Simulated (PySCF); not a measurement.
# C2H2: the cost of one run

The runs use PySCF 2.14.0, with density-fitted response routines of our own; the level of theory stands in each step. All values are computed, except where a source is named. Atoms are numbered from 0 throughout.

## Step 1: Starting geometry

4 atoms, charge 0, multiplicity 1; geometry from: MMFF94s. The atoms were then displaced at random by about 0.03 Å, so the start is not that level's minimum.

Bonds of the start (Å): C0–C1 1.11, C0–H2 1.20, C1–H3 1.17.

## Step 2: Relaxing the molecule at PBE0-D3(BJ)/def2-SVP

Job settings and geometry (Å):

```
{"job": {"xc": "PBE0", "basis": "def2-SVP", "d3": "d3bj", "grid": 1, "shake": 0.03, "kind": "geom"}, "charge": 0, "multiplicity": 1}
C     -0.500060     0.003590    -0.184160
C      0.544260    -0.093840     0.190240
H     -1.618680     0.215830    -0.571980
H      1.657770    -0.216020     0.535450
```

Started as:

```console
$ OMP_NUM_THREADS=1 python probes_run.py task.json out
```

The driver reads the jobs from task.json and runs them one after another.

**Question.** How long does this first job take on 1 thread of Arm Neoverse V1, shared host, and how much memory does it need?

About 2 s, with a peak of 0.24 GiB.
